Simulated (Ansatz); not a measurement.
System: C₂H₃O₂ (charge 0, doublet). SMILES: [CH2]OC=O
Coordinates optimised at B3LYP-D3(BJ)/def2-TZVP (Ansatz, a program for electronic structure):
```
O
C 1 1.3604
O 2 1.1951 1 125.32
C 1 1.3612 2 118.71 3 0.00
H 4 1.0748 1 114.14 2 180.00
H 4 1.0762 5 126.70 1 -180.00
H 2 1.0948 3 126.24 1 180.00
```
Charge 0, spin multiplicity 2.

Property: atomisation energy, in kcal/mol. Set-up: UHF or UKS for open shells; non-relativistic; valence correlation only; 6-311+G** with 5d; atomisation electronic, to ground-state atoms; LANL2DZ all-electron up to Ne; no spin-orbit coupling; 6-31G* and kin with 6d, 5d where marked. CBS(X,Y): correlation extrapolated as X^-3; Hartree-Fock from the larger set. The bracket is a focal-point correction in the basis named. First-principles rows: single points at B3LYP-D3(BJ) geometries (Ansatz). A UHF reference is markedly spin-contaminated in at least one set, which strains HF and MP2.

Coupled cluster (Ansatz) is a level with limits of its own, used here on species with T1 under 0.025 (0.045 for open shells) and stable references: RI-MP2/CBS(cc-pVTZ,cc-pVQZ)+[CCSD(T)-MP2]/cc-pVTZ.

Value to compare with, RI-MP2/CBS(cc-pVTZ,cc-pVQZ)+[CCSD(T)-MP2]/cc-pVTZ (Ansatz): 677.3 kcal/mol.

```tsv
level	program	atomisation energy (kcal/mol)	difference
HF/STO-3G	Ansatz	473.8	-203.5
HF/3-21G	Ansatz	404.2	-273.1
HF/LANL2DZ	Ansatz	384.4	-292.9
HF/6-31G*	Ansatz	457.9	-219.4
HF/6-311+G**	Ansatz	456.4	-220.9
```

Among the 5 habitual levels, HF/LANL2DZ lies farthest from RI-MP2/CBS(cc-pVTZ,cc-pVQZ)+[CCSD(T)-MP2]/cc-pVTZ (Ansatz) (-292.9 kcal/mol) and HF/STO-3G nearest (-203.5); 0 of 5 lie above it, and their mean absolute difference is 242.0 kcal/mol, the median 220.9. One case shows no general order.

The sets are all those run for this method; runs whose electronic state is in doubt are left out.
